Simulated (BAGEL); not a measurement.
# C3H4FO (SMILES C[C](F)C=O) at UHF/6-31G(d) (density fitting with qzvpp-jkfit, spherical functions)

What is the vertical ionisation energy of C3H4FO at UHF/6-31G* (density fitting with qzvpp-jkfit, spherical functions)? 

Program for the calculation: BAGEL 1.2.2.

## (1) Starting point

C3H4FO has 9 atoms, charge 0, and is taken as a doublet. As SMILES, `C[C](F)C=O`. The coordinates come from a GFN2-xTB relaxation. This is one conformer, not always the lowest.

Bond lengths: C1–C2 1.474 Å, C2–F3 1.335 Å, C2–C4 1.419 Å, C4–O5 1.223 Å, C1–H6 1.085 Å, C1–H7 1.093 Å, C1–H8 1.093 Å, C4–H9 1.106 Å. Some angles: C1–C2–F3 115.1°, C1–C2–C4 126.6°, F3–C2–C4 118.4°, C2–C4–O5 125.8°, C2–C1–H6 110.7°, C2–C1–H7 110.2°, C2–C1–H8 110.2°, C2–C4–H9 112.9°, O5–C4–H9 121.3°, H6–C1–H7 109.6°.

## (2) The energy at UHF/6-31G(d) (density fitting with qzvpp-jkfit, spherical functions)

input.json

```json
{ "bagel" : [

{
  "title" : "molecule",
  "basis" : "6-31gs.json",
  "df_basis" : "qzvpp-jkfit",
  "angstrom" : true,
  "geometry" : [
    { "atom" : "C", "xyz" : [      -0.193530,      -1.128390,      -0.199610 ] },
    { "atom" : "C", "xyz" : [       0.397200,       0.221530,      -0.207510 ] },
    { "atom" : "F", "xyz" : [       1.511910,       0.346840,      -0.931790 ] },
    { "atom" : "C", "xyz" : [      -0.099310,       1.365500,       0.468740 ] },
    { "atom" : "O", "xyz" : [       0.405000,       2.480150,       0.455640 ] },
    { "atom" : "H", "xyz" : [      -1.098000,      -1.147960,       0.399070 ] },
    { "atom" : "H", "xyz" : [       0.523670,      -1.851290,       0.197080 ] },
    { "atom" : "H", "xyz" : [      -0.421620,      -1.446350,      -1.219780 ] },
    { "atom" : "H", "xyz" : [      -1.025330,       1.159970,       1.038180 ] }
  ]
},

{
  "title" : "uhf",
  "charge" : 0,
  "nopen" : 1
},

{
  "title" : "print",
  "file" : "orbitals.molden",
  "orbitals" : true
}

]}
```

The basis set 6-31G* is read from a file made from the Basis Set Exchange's data (not shown).

Run with:

```console
BAGEL_NUM_THREADS=1 BAGEL input.json > input.out
```

What it wrote:

```text
* using 1 threads per process

  ===============================================================
  ===============================================================

  *** Geometry ***

  { "atom" : "C", "xyz" : [     -0.365719,     -2.132348,     -0.377208 ] },
  { "atom" : "C", "xyz" : [      0.750599,      0.418631,     -0.392137 ] },
  { "atom" : "F", "xyz" : [      2.857096,      0.655433,     -1.760828 ] },
  { "atom" : "C", "xyz" : [     -0.187669,      2.580421,      0.885790 ] },
  { "atom" : "O", "xyz" : [      0.765339,      4.686804,      0.861035 ] },
  { "atom" : "H", "xyz" : [     -2.074919,     -2.169330,      0.754133 ] },
  { "atom" : "H", "xyz" : [      0.989593,     -3.498431,      0.372427 ] },
  { "atom" : "H", "xyz" : [     -0.796746,     -2.733205,     -2.305050 ] },
  { "atom" : "H", "xyz" : [     -1.937593,      2.192026,      1.961876 ] },

  Number of auxiliary basis functions:      451

  Since a DF basis is specified, we compute 2- and 3-index integrals:
    o Being stored without compression. Storage requirement is 0.022 GB

  Number of basis functions:       78
  Number of electrons      :       39

    * METHOD: MOLECULE                             0.18

  *** Open-shell HF ***

  === Nuclear Repulsion ===
   166.2608907098

      * DIIS with orbital gradients will be used.

  === UHF iteration (6-31gs.json) ===
      0       -289.87013858          0.04776231           0.10
      1       -289.99906027          0.04135372           0.10
      2       -290.06758848          0.03205679           0.10
      3       -290.17608833          0.00196867           0.10
      4       -290.18019194          0.00119542           0.10
      5       -290.18198297          0.00087791           0.10
      6       -290.18418915          0.00062801           0.10
      7       -290.18548158          0.00047677           0.10
      8       -290.18648664          0.00029073           0.11
      9       -290.18678122          0.00014051           0.11
     10       -290.18684321          0.00005672           0.11
     11       -290.18684479          0.00002544           0.10
     12       -290.18684562          0.00000618           0.10
     13       -290.18684567          0.00000269           0.10
     14       -290.18684570          0.00000091           0.11
     15       -290.18684570          0.00000035           0.11
     16       -290.18684570          0.00000023           0.10
     17       -290.18684571          0.00000016           0.11
     18       -290.18684571          0.00000008           0.10
     19       -290.18684571          0.00000003           0.11
     20       -290.18684571          0.00000002           0.11
     21       -290.18684571          0.00000001           0.11
     22       -290.18684571          0.00000001           0.11
    * SCF iteration converged.

    * S^2 (UHF) is 0.9054

    * Permanent dipole moment:
           (    0.801318,     1.297152,    -0.163984) a.u.

    * METHOD: UHF                                  2.51

    * METHOD: PRINT                                0.01

  ===============================================================
```

Wall time 2.9 s (1 thread of Arm Neoverse V2, shared host); peak memory 0.1 GiB.

## (3) The singlet cation at the same level

hf.json

```json
{ "bagel": [

{
  "title": "molecule",
  "basis": "6-31gs.json",
  "df_basis": "qzvpp-jkfit",
  "angstrom": true,
  "geometry": [
    { "atom": "C", "xyz": [      -0.193530,      -1.128390,      -0.199610 ] },
    { "atom": "C", "xyz": [       0.397200,       0.221530,      -0.207510 ] },
    { "atom": "F", "xyz": [       1.511910,       0.346840,      -0.931790 ] },
    { "atom": "C", "xyz": [      -0.099310,       1.365500,       0.468740 ] },
    { "atom": "O", "xyz": [       0.405000,       2.480150,       0.455640 ] },
    { "atom": "H", "xyz": [      -1.098000,      -1.147960,       0.399070 ] },
    { "atom": "H", "xyz": [       0.523670,      -1.851290,       0.197080 ] },
    { "atom": "H", "xyz": [      -0.421620,      -1.446350,      -1.219780 ] },
    { "atom": "H", "xyz": [      -1.025330,       1.159970,       1.038180 ] }
  ]
},

{
  "title": "hf",
  "charge": 1
},

{
  "title": "print",
  "file": "orbitals.molden",
  "orbitals": true
}

]}
```

The basis set 6-31G* is read from a file made from the Basis Set Exchange's data (not shown).

Run with:

```console
BAGEL_NUM_THREADS=1 BAGEL hf.json > hf.out
```

What it wrote:

```text
* using 1 threads per process

  ===============================================================
  ===============================================================

  *** Geometry ***

  { "atom" : "C", "xyz" : [     -0.365719,     -2.132348,     -0.377208 ] },
  { "atom" : "C", "xyz" : [      0.750599,      0.418631,     -0.392137 ] },
  { "atom" : "F", "xyz" : [      2.857096,      0.655433,     -1.760828 ] },
  { "atom" : "C", "xyz" : [     -0.187669,      2.580421,      0.885790 ] },
  { "atom" : "O", "xyz" : [      0.765339,      4.686804,      0.861035 ] },
  { "atom" : "H", "xyz" : [     -2.074919,     -2.169330,      0.754133 ] },
  { "atom" : "H", "xyz" : [      0.989593,     -3.498431,      0.372427 ] },
  { "atom" : "H", "xyz" : [     -0.796746,     -2.733205,     -2.305050 ] },
  { "atom" : "H", "xyz" : [     -1.937593,      2.192026,      1.961876 ] },

  Number of auxiliary basis functions:      451

  Since a DF basis is specified, we compute 2- and 3-index integrals:
    o Being stored without compression. Storage requirement is 0.022 GB

  Number of basis functions:       78
  Number of electrons      :       39

    * METHOD: MOLECULE                             0.18

  *** RHF ***

  === Nuclear Repulsion ===
   166.2608907098

      * DIIS with orbital gradients will be used.

  === RHF iteration (6-31gs.json) ===
      0       -289.50841218          0.02879538           0.05
      1       -289.58006333          0.02851749           0.05
      2       -289.85015934          0.00257774           0.05
      3       -289.85532816          0.00109804           0.05
      4       -289.85615407          0.00048068           0.05
      5       -289.85646178          0.00023050           0.05
      6       -289.85651720          0.00008416           0.05
      7       -289.85652484          0.00002299           0.05
      8       -289.85652537          0.00001270           0.05
      9       -289.85652548          0.00000530           0.05
     10       -289.85652549          0.00000145           0.05
     11       -289.85652549          0.00000071           0.05
     12       -289.85652549          0.00000022           0.05
     13       -289.85652549          0.00000010           0.05
     14       -289.85652549          0.00000006           0.05
     15       -289.85652549          0.00000004           0.05
     16       -289.85652549          0.00000003           0.05
     17       -289.85652549          0.00000001           0.05
     18       -289.85652549          0.00000001           0.05
    * SCF iteration converged.

    * Permanent dipole moment:
           (    1.056988,     1.714157,    -0.216861) a.u.

    * METHOD: HF                                   1.08

    * METHOD: PRINT                                0.01

  ===============================================================
```

Run time: 1.4 s. Hardware: 1 thread of Arm Neoverse V2, shared host; peak memory 0.1 GiB.

## (4) What came out

At UHF/6-31G* (density fitting with qzvpp-jkfit, spherical functions):

```
                                          quantity          value
                      doublet C3H4FO: total energy  -290.18685 Eh
                     doublet C3H4FO: dipole moment         3.90 D
                              doublet C3H4FO: ⟨S²⟩          0.905
                      singlet cation: total energy  -289.85653 Eh
                       singlet cation: HOMO energy      -19.56 eV
                       singlet cation: LUMO energy       -7.42 eV
                     singlet cation: HOMO–LUMO gap       12.14 eV
vertical ionisation energy (to the singlet cation)       8.988 eV
```

Removing an electron at fixed nuclei costs 8.99 eV (867 kJ/mol). Only the singlet of the ionised species was computed; a triplet could lie lower. ⟨S²⟩ (doublet C3H4FO) is 0.91 where a pure doublet has 0.75: the reference is spin-contaminated.
